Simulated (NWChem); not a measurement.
# SiH2O (oxosilane) at wB97X/6-31G(d) (spherical functions)

Aim: the vertical ionisation energy of SiH2O (oxosilane) at wB97X/6-31G* (spherical functions), from 2 runs. 

The results are computed with NWChem 7.3.0.

2 further runs of the same task are left out: 2 set aside as unsound or not needed.

## Step 1: The molecule

SiH2O: 4 atoms, total charge 0, spin state singlet. SMILES: `O=[SiH2]`. Geometry: relaxed at PBE0-D4/def2-TZVP.

Bond lengths: O1–Si2 1.516 Å, Si2–H3 1.485 Å, Si2–H4 1.486 Å. Angles: O1–Si2–H3 124.0°, O1–Si2–H4 124.0°, H3–Si2–H4 111.9°.

## Step 2: The energy at wB97X/6-31G(d) (spherical functions)

The input, input.nw:

```
start input
memory total 2200 mb
charge 0

geometry units angstroms noautosym nocenter noautoz
   O     -0.283200     0.413500     1.469500
   Si    -0.006700     0.009800     0.034900
   H      0.439900    -1.346000    -0.376200
   H     -0.150000     0.922700    -1.128300
end

basis spherical bse
   O library 6-31G*
   Si library 6-31G*
   H library 6-31G*
end

dft
   xc wb97x
   grid lebedev 75 11
   convergence energy 1e-08
   maxiter 100
   mulliken
   print low
end

task dft energy
```

Run with:

```console
$ nwchem input.nw > input.out
```

What it wrote:

```text
[...]
 d= 0,ls=0.0,diis     1   -365.7012271350 -4.18D+02  4.54D-02  1.05D+00     0.3
[...]
 d= 0,ls=0.0,diis    10   -365.8427085385 -4.59D-09  1.39D-06  4.02D-10     2.8
         Total DFT energy =     -365.842708538482
      One electron energy =     -610.418960379150
           Coulomb energy =      222.318286374662
    Exchange-Corr. energy =      -30.226828330047
 Nuclear repulsion energy =       52.484793796052
[...]
      Total Density - Mulliken Population Analysis
     ---------------------------------------------
    Atom       Charge   Shell Charges
 -----------   ------   -------------------------------------------------------
    1 O    8     8.52   2.00  0.92  2.82  0.93  1.83  0.02
    2 Si  14    13.33   2.00  2.00  5.96  0.95  1.69  0.20  0.27  0.26
    3 H    1     1.08   0.50  0.58
    4 H    1     1.08   0.50  0.58
[...]
```

It took 3.3 s on 1 thread of AMD EPYC 9R45 (Zen 5), shared host; peak memory 0.11 GiB.

## Step 3: The doublet cation at the same level

The input, input.nw:

```
start input
title "H2OSi energy"
memory 2200 mb
charge 1

geometry units angstrom noautosym nocenter noautoz
  O     -0.283200     0.413500     1.469500
  Si    -0.006700     0.009800     0.034900
  H      0.439900    -1.346000    -0.376200
  H     -0.150000     0.922700    -1.128300
end

basis spherical bse
  O library 6-31G*
  Si library 6-31G*
  H library 6-31G*
end

dft
  xc wb97x
  mult 2
  grid lebedev 75 11
  convergence energy 1e-08
  iterations 100
  mulliken
  noprint "final vectors analysis"
end

task dft
```

Run with:

```console
$ nwchem input.nw > input.out
```

What it wrote:

```text
[...]
          Wavefunction type:  spin polarized.
          No. of atoms     :     4
          No. of electrons :    23
[...]
          Charge           :     1
          Spin multiplicity:     2
[...]
          AO basis - number of functions:    36
[...]
              XC Information
              --------------
                       wb97x  Method XC Functional
                     Hartree-Fock (Exact) Exchange  1.000
                         wb97x Exchange Functional  1.000
                      wb97x Correlation Functional  1.000
[...]
 d= 0,ls=0.0,diis     1   -364.9848756028 -4.17D+02  4.15D-02  8.22D-01     0.4
[...]
 d= 0,ls=0.0,diis    13   -365.4521052925 -3.37D-09  6.89D-07  3.71D-10     3.9
[...]
         Total DFT energy =     -365.452105292493
      One electron energy =     -602.482260508136
           Coulomb energy =      214.456655032129
    Exchange-Corr. energy =      -29.911293612538
 Nuclear repulsion energy =       52.484793796052
[...]
      Total Density - Mulliken Population Analysis
     ---------------------------------------------
    Atom       Charge   Shell Charges
 -----------   ------   -------------------------------------------------------
    1 O    8     8.11   2.00  0.97  2.75  0.93  1.44  0.02
    2 Si  14    13.09   2.00  2.00  5.96  1.04  1.67  0.14  0.07  0.21
    3 H    1     0.90   0.47  0.43
    4 H    1     0.90   0.47  0.43
[...]
      <S2> =      0.7572 (Exact =     0.7500)
[...]
```

It took 4.5 s on 1 thread of AMD EPYC 9R45 (Zen 5), shared host; peak memory 0.11 GiB.

## Step 4: Results

Level: wB97X/6-31G* (spherical functions).

| quantity | value |
| --- | --- |
| singlet SiH2O: total energy | -365.84271 Eh |
| doublet cation: total energy | -365.45211 Eh |
| doublet cation: ⟨S²⟩ | 0.757 |
| vertical ionisation energy (to the doublet cation) | 10.629 eV |

**Reading.** Removing an electron at fixed nuclei costs 10.63 eV (1026 kJ/mol). Mulliken charges (singlet SiH2O) run from -0.52 on O1 to +0.67 on Si2. Mulliken charges (doublet cation) run from -0.11 on O1 to +0.91 on Si2; they depend strongly on the basis.
